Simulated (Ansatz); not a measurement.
# BClH: the cost of one run

Program: Ansatz 0.2.0, Gaussian basis. Level of theory: def2-QZVPP, core rule «outside noble gas», up to 6 orbitals frozen. These are calculated values, not measurements.

To be run: UHF; ROHF; CCSD(T) on UHF.

2 further runs of the same task are left out: 2 set aside as unsound or not needed. Runs told in other sessions of the task aren't counted.

**1. What is computed**

The geometry is a PBE0/def2-TZVP stationary point (not a proven minimum) of the parent state, kept for this charge and spin.

3 atoms, charge 0, spin multiplicity 4.

Atoms are counted from 1 here; the program's logs count them from 0.

Bond lengths: B1–Cl2 1.710 Å, B1–H3 1.193 Å. Angles: Cl2–B1–H3 123.6°.

**2. UHF**

Input file in.yaml:

```yaml
crystal:
  periodic: [false, false, false]
  atoms:
    - {symbol: B, position_ang: [0.000000, -0.186113, 1.254645]}
    - {symbol: Cl, position_ang: [0.000000, 0.036461, -0.440547]}
    - {symbol: H, position_ang: [0.000000, 0.713740, 2.038566]}
basis:
  gaussian: {orbitals: "def2-QZVPP.json"}
magnetization: {spin_polarized: true, initial_magnetization: 3}
hamiltonian: {xc: hf}
output: {orbitals: {seedname: orbitals}}
```

On the command line:

```
ansatz run in.yaml --threads 1 --pin off --events-out ev --progress --plain --max-ram 2393MiB
```

What time and memory should one allow on 1 thread of Arm Neoverse V1, shared host?

About 11 s, with a peak of 0.29 GiB.
